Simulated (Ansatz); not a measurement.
A made-up structure of BSiH₃S, singlet:

```xyz
6
angstrom
B 0.2625 -0.3610 -0.7299
Si -0.2344 0.1149 0.7243
S -0.4190 2.1058 0.6220
H -0.6416 -0.5522 -1.5219
H 1.4705 -0.3231 -0.8747
H -0.4379 -0.9845 1.7802
```

It is relaxed with PBE-D4/def2-SVP and then PBE0-D4/def2-TZVP (Ansatz 0.2.0). Atoms count as bonded within 1.22 times the sum of their covalent radii (H–H: 0.88 Å). The end point is not checked to be a true minimum.

(1) Does its bonding change? (A judgement: the text doesn't fix the answer.)

## Answers

(1) By the calculation: Yes. Formed: B1–S3; broken: none.

Where it ends: The first stage lowers the energy by 2.12 eV in 13 steps. It ends as BSiH₃S ([BH2]1[SiH][S]1):
```csv
atom,x (Å),y (Å),z (Å)
B1,0.2804,-0.0314,-0.9046
Si2,-0.2614,-0.4057,0.9976
S3,-0.2558,1.4894,0.3073
H4,-0.5399,-0.3375,-1.7156
H5,1.4534,-0.1212,-1.1052
H6,-0.6766,-0.5935,2.4205
```

Labels in which every atom is bracketed show which atoms are joined, not bond orders.

For scale, one of the runs: PBE0-D4/def2-TZVP relaxation, 123 basis functions, launched by `ansatz run in.yaml --threads 2 --pin off --events-out ev --progress --plain --max-ram 4352MiB`. Hardware: 2 CPU threads of an Arm Neoverse V2, shared host. Wall time about 15 s.
